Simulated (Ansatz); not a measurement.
**Molybdenum, bcc: convergence with cold smearing**

Computed with Ansatz, PBE, scalar-relativistic PAW, on the relaxed cell (a = 3.163 Å; spin not included). Errors count from a run at 420 eV on a Γ-centred 23×23×23 mesh with Fermi-Dirac smearing of 0.1 eV, extrapolated to zero width. Fixed here: cutoff 420 eV, mesh 14×14×14. The SCF starts from atomic densities corrected by a trained network.

| width (eV) | E(σ→0) error (meV/atom) | F error (meV/atom) | P (GPa) | SCF iterations |
| --- | --- | --- | --- | --- |
| 0.01 | 15.6 | 15.6 | 0.21 | 5 |
| 0.03 | 15.6 | 15.6 | 0.24 | 5 |
| 0.1 | 15.6 | 14.9 | 0.17 | 5 |
| 0.2 | 14.4 | 12.0 | 0.14 | 5 |
| 0.3 | 11.9 | 8.1 | 0.01 | 5 |
| 0.6 | 1.1 | -1.5 | -0.47 | 5 |
| 1.0 | -19.3 | 24.6 | -2.25 | 5 |
